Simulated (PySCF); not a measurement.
Bonds (- single, = double, # triple, : aromatic): O1=C2 1.168 Å, C2=C3 1.321 Å, C3-F4 1.318 Å, C3-F5 1.318 Å.

PySCF 2.14.0 with density-fitted response routines calculation with PBE0-D3(BJ)/def2-SVP structure and KT2/pcSseg-2 with gauge-including orbitals; averaged over atoms made equivalent by symmetry, fast rotation or ring inversion, one computed conformer, non-relativistic Hamiltonian, isolated molecule.

δ = σ(ref) − σ, references computed at the same level: ¹³C (σref 182.28) against TMS; ¹⁷O (σref 324.36) vs H2O; ¹⁹F (σref 136.34) against CFCl3.

```json
{"atoms": "C3", "nucleus": "¹³C", "count": "1", "δ (ppm)": "?"}
{"atoms": "F4/F5", "nucleus": "¹⁹F", "count": "2", "δ (ppm)": "-216.4"}
{"atoms": "C2", "nucleus": "¹³C", "count": "1", "δ (ppm)": "310.6"}
{"atoms": "O1", "nucleus": "¹⁷O", "count": "1", "δ (ppm)": "?"}
```

Fill in the missing shifts.

## Answers


- C3: 195.2 ppm, terminal carbon of a ketene
- O1: 736.2 ppm, carbonyl oxygen

Shifts are as computed. Against solution values, carbons near 30 ppm lie about +3 ppm off and those near 130 ppm about -1 ppm. Of 1211 compounds with measured shifts, 218 miss one by over three times the rms of a fit or turn the order of signals round; such compounds aren't used in these exercises. Unscaled 19F shifts against computed CFCl3 carry errors that often reach 10 to 50 ppm. Unscaled 17O shifts of doubly bonded oxygen tend to come out too high, by tens of ppm or more. Experimental scales use liquid or dissolved standards, which lie at an offset from isolated H2O (liquid H2O: subtract about 36 ppm).
